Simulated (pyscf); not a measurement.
PySCF, gas phase, ωB97X-D3(BJ)/def2-SVP geometries.

Task: Estimate the classical barrier height and the reaction energy of B–F (SMILES [B]F) [singlet] + H₂C=CH₂ (SMILES C=C) → C₂H₄BF (SMILES FB1CC1) at M06-2X/def2-TZVP. The step runs on the singlet surface, breaks none and forms B–C, B–C; take the separated reactants as zero.

Result: ΔE‡ = 0.68 eV, ΔE = -1.84 eV. CCSD(T)/def2-TZVPP + ΔMP2(QZVPP) gives 0.66 eV and -1.50 eV. Zero-point energy shifts the barrier by +0.05 eV. It is a cycloaddition, with an imaginary mode of 402i cm⁻¹. One saddle was located; it need not be the lowest between these sides. A restricted solution here is unstable towards spin polarisation, so biradical character is likely and single-reference numbers are less safe. The CCSD(T) − MP2 part came from Ansatz, without density fitting, on the same reference.
